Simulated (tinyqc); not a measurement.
Inside a calculation. Method: Pariser-Parr-Pople SCF with singles CI, for the molecule NC=CCl (SMILES; centres numbered as the heavy atoms are written). One step of it, computed by the program tinyqc.

Problem. PPP integrals. Mataga-Nishimoto: gamma = 14.399645/(R + a), a = 2 x 14.399645/(gamma_rr + gamma_ss); H_rr = -W_r - sum_(s != r) z_s gamma_rs; H_rs = beta for bonds.

Centres (angstrom, eV; a flat drawing with bonds scaled to 1.40 angstrom):
```
centre          x          y  core charge z          W   gamma_rr
1N       1.848000  -0.127000              2  25.600000  16.800000
2C       0.559000   0.421000              1  11.160000  11.130000
3C      -0.559000  -0.421000              1  11.160000  11.130000
4Cl     -1.848000   0.127000              2  26.000000  13.000000
```

Resonance integrals (eV):
```
i  j       beta
1  2  -2.500000
2  3  -2.660000
3  4  -1.770000
```

Give: repulsion gamma_rs; core matrix H.

Solution.

repulsion gamma_rs (eV), order 1N, 2C, 3C, 4Cl:
$$\begin{pmatrix}
16.8000 & 5.9215 & 4.1665 & 3.0827 \\
5.9215 & 11.1300 & 5.3463 & 3.9796 \\
4.1665 & 5.3463 & 11.1300 & 5.5508 \\
3.0827 & 3.9796 & 5.5508 & 13.0000
\end{pmatrix}$$

core matrix H (eV), order 1N, 2C, 3C, 4Cl:
$$\begin{pmatrix}
-41.8534 & -2.5000 & 0.0000 & 0.0000 \\
-2.5000 & -36.3084 & -2.6600 & 0.0000 \\
0.0000 & -2.6600 & -35.9410 & -1.7700 \\
0.0000 & 0.0000 & -1.7700 & -41.6957
\end{pmatrix}$$
